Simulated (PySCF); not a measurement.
Quinoxaline, C₈H₆N₂.
SMILES with atom numbers: `[cH:1]1[cH:2][cH:3][c:4]2[n:5][cH:6][cH:7][n:8][c:9]2[cH:10]1` (hydrogens: H11 on C1; H12 on C2; H13 on C3; H14 on C6; H15 on C7; H16 on C10)

The same species was optimised twice, with GFN2-xTB and with PBE0-D3(BJ)/def2-SVP (PySCF), and the same property calculations (PySCF, gas phase) were run on both structures.

| coordinate | GFN2-xTB | PBE0-D3(BJ)/def2-SVP | change |
| --- | --- | --- | --- |
| C1–C2 (Å) | 1.406 | 1.417 | +0.011 |
| C6–C7 (Å) | 1.411 | 1.421 | +0.010 |
| C1–C10 (Å) | 1.367 | 1.375 | +0.008 |
| C2–C3 (Å) | 1.367 | 1.375 | +0.008 |
| C9–C10 (Å) | 1.409 | 1.417 | +0.008 |
| C3–C4 (Å) | 1.409 | 1.417 | +0.008 |
| N8–C9 (Å) | 1.351 | 1.356 | +0.005 |
| C4–N5 (Å) | 1.351 | 1.356 | +0.005 |
| C4–C9 (Å) | 1.424 | 1.429 | +0.005 |
| C7–N8 (Å) | 1.305 | 1.308 | +0.003 |
| N5–C6 (Å) | 1.305 | 1.308 | +0.003 |
| C4–N5–C6 (°) | 117.2 | 116.8 | -0.4 |
| C7–N8–C9 (°) | 117.2 | 116.8 | -0.4 |
| N5–C4–C9 (°) | 120.6 | 120.9 | +0.3 |
| C2–C3–C4 (°) | 119.7 | 120.0 | +0.3 |
| C3–C4–N5 (°) | 120.0 | 119.7 | -0.3 |
| C1–C10–C9 (°) | 119.7 | 120.0 | +0.3 |
| C6–C7–N8 (°) | 122.1 | 122.3 | +0.2 |
| C4–C9–N8 (°) | 120.7 | 120.8 | +0.1 |

Rotational constants: A = 3222, B = 1324, C = 938.6 MHz (GFN2-xTB) against A = 3184, B = 1313, C = 929.4 MHz (PBE0-D3(BJ)/def2-SVP). Point groups within 0.08 Å: C2v and C2v.

On the GFN2-xTB structure: HOMO (eV) -7.23 [PBE0/pcSseg-1]; LUMO (eV) -2.10 [PBE0/pcSseg-1]; dipole (D) 0.51 [PBE0/pcSseg-1]; GIAO shielding of C1/C2 (mean) (ppm) 51.1 [PBE0/pcSseg-1]; GIAO shielding of C3/C10 (mean) (ppm) 49.0 [PBE0/pcSseg-1]; GIAO shielding of C4/C9 (mean) (ppm) 39.3 [PBE0/pcSseg-1]; GIAO shielding of N5/N8 (mean) (ppm) -109.5 [PBE0/pcSseg-1]; GIAO shielding of C6/C7 (mean) (ppm) 37.3 [PBE0/pcSseg-1].

**Question.** What do these properties become on the PBE0-D3(BJ)/def2-SVP structure?

**Answer.** 
```csv
property,level,on GFN2-xTB,on PBE0-D3(BJ)/def2-SVP,change
HOMO (eV),PBE0/pcSseg-1,-7.23,-7.26,-0.03
LUMO (eV),PBE0/pcSseg-1,-2.10,-2.13,-0.03
dipole (D),PBE0/pcSseg-1,0.51,0.48,-0.03
"energy, GFN2-xTB geometry as zero (kcal/mol)",PBE0/pcSseg-1,0.0,-0.2,-0.2
GIAO shielding of C1/C2 (mean) (ppm),PBE0/pcSseg-1,51.1,49.0,-2.1
GIAO shielding of C3/C10 (mean) (ppm),PBE0/pcSseg-1,49.0,46.8,-2.2
GIAO shielding of C4/C9 (mean) (ppm),PBE0/pcSseg-1,39.3,37.6,-1.7
GIAO shielding of N5/N8 (mean) (ppm),PBE0/pcSseg-1,-109.5,-110.7,-1.2
GIAO shielding of C6/C7 (mean) (ppm),PBE0/pcSseg-1,37.3,35.0,-2.3
```

The heavy atoms differ by 0.010 Å rms after alignment. Among bonds between heavy atoms C1–C2 and C6–C7 change most and about equally (+0.010 to +0.011 Å). Changes are differences of the printed values. Neither structure is proved a minimum here.
